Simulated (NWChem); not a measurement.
System: phosphine (PH3); SMILES P

```xyz
4

P      0.0000     0.0000     0.1336
H      0.4028    -1.1193    -0.6421
H     -1.1707     0.2109    -0.6421
H      0.7680     0.9085    -0.6421
```
Atoms are numbered in this order, from 1.

Results from NWChem. Structure relaxed at the PBE0-D3(BJ)/def2-TZVP level. Vertical excitations in the gas phase; the lowest state need not have the same character in each row.

| level | lowest excitation, singlet (eV) | oscillator strength of that lowest state | orbital gap (eV) |
|---|---|---|---|
| PBE/def2-SVPD, TDA | 6.89 | 0.137 | 6.62 |
| B3LYP/def2-SVPD, TDA | 7.06 | 0.144 | 8.12 |
| LDA (Slater exchange, VWN5)/def2-SVPD, TDA | ___ | 0.141 | 6.59 |
| PBE0/def2-SVPD, TDA | 7.27 | 0.150 | 8.66 |

Problem. What belongs in the gaps?

Solution. 
- LDA (Slater exchange, VWN5)/def2-SVPD, TDA, lowest excitation, singlet (eV): 6.84
